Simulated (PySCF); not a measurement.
# Peak assignment

Structure with atom numbers: `[CH3:1][CH:2]([C:3]#[N:4])[C:5]#[N:6]`. Hydrogens are named by the atom that carries them.

- B3LYP/pcJ-1 coupling constants (spin–dipole term only in couplings to heteroatoms)
- GFN2-xTB structure
- shieldings: GIAO PBE0/pcSseg-1
- run in PySCF 2.14
- a single conformation, non-relativistic Hamiltonian, averaged over atoms made equivalent by symmetry, fast rotation or ring inversion, in vacuum

Scale: 13C (σref 186.93), 1H (σref 31.72) vs TMS (reference shieldings calculated alike).

Question: Assign these signals to the numbered atoms. 13C{1H} NMR (computed): δ 119.1 (C), 20.5 (CH3), 15.3 (CH).

Answer: 
```tsv
δ (ppm)	atoms	environment	reason
119.1	C3/C5	nitrile carbon	typical of a nitrile
20.5	C1	methyl carbon	aliphatic region, no heteroatom directly attached
15.3	C2	sp3 CH α to a nitrile	aliphatic region, no heteroatom directly attached
```

Question: Assign these signals to the numbered atoms. 1H NMR (500 MHz, computed): δ 3.31 (q, J = 8.1 Hz, 1H), 1.72 (d, J = 8.1 Hz, 3H).

Answer: 
```tsv
δ (ppm)	atoms	environment	reason
3.31	H(C2)	hydrogen on an sp3 CH α to a nitrile	–
1.72	H(C1)	hydrogen on a methyl carbon	–
```

Splittings below 1 Hz are ignored in the labels, and close J values are merged. Unscaled 3J(H,H) at this level run about 10 % above measured values. Shifts are as computed. Against solution values, carbons near 30 ppm lie about +3 ppm off and those near 130 ppm about +5 ppm. Of 1211 compounds with measured shifts, 218 miss one by over three times the rms of a fit or turn the order of signals round; such compounds aren't used in these exercises.
